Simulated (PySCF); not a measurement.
Job file and geometry (Å, from PBE0-D3(BJ)/def2-SVP) of a spin–spin coupling run on `[CH+]`, [CH]+, PySCF, B3LYP/pcJ-1 indirect spin-spin coupling, non-relativistic, gas phase; density fitting, a coarse starting grid and PySCF grid level 2 are the driver's defaults:

```
$ OMP_NUM_THREADS=1 python probes_run.py task.json out

{"job": {"kind": "j", "xc": "B3LYP", "basis": "pcJ-1"}, "charge": 1, "multiplicity": 1}
C      0.582294    -0.028023     0.001419
H     -0.564804    -0.000797    -0.013549
```

Task: What does the program print?

Result: 
```
coarse grid: 1712 points
cycle   1  E = -38.0125249683  dE =  3.106e-01  |g| = 4.059e-01  |ddm| = 9.506e-01
cycle   2  E = -38.0561038111  dE = -4.358e-02  |g| = 2.323e-01  |ddm| = 6.922e-01
cycle   3  E = -38.0707851895  dE = -1.468e-02  |g| = 1.210e-02  |ddm| = 2.454e-01
cycle   4  E = -38.0708225861  dE = -3.740e-05  |g| = 2.476e-03  |ddm| = 1.477e-02
cycle   5  E = -38.0708243194  dE = -1.733e-06  |g| = 1.067e-04  |ddm| = 3.103e-03
final grid: 16584 points
cycle   6  E = -38.0800280231  dE = -1.418e-05  |g| = 1.158e-03  |ddm| = 2.615e-03
cycle   7  E = -38.0800280656  dE = -4.242e-08  |g| = 9.671e-05  |ddm| = 3.853e-04
cycle   8  E = -38.0800280669  dE = -1.328e-09  |g| = 3.436e-05  |ddm| = 1.185e-04
cycle   9  E = -38.0800280672  dE = -3.510e-10  |g| = 2.620e-06  |ddm| = 4.186e-05
converged SCF energy = -38.0800280672

Indirect spin-spin couplings (Hz)
  i      j    bonds     total        FC       PSO       DSO        SD
  0 C    1 H    1     34.177    39.092     6.894    -0.953   -10.857
```

Size and cost of the density-fitted run: 37 basis functions, 0.32 s wall time on 1 thread of an Intel Xeon Platinum 8375C, shared host; peak memory 0.24 GiB.
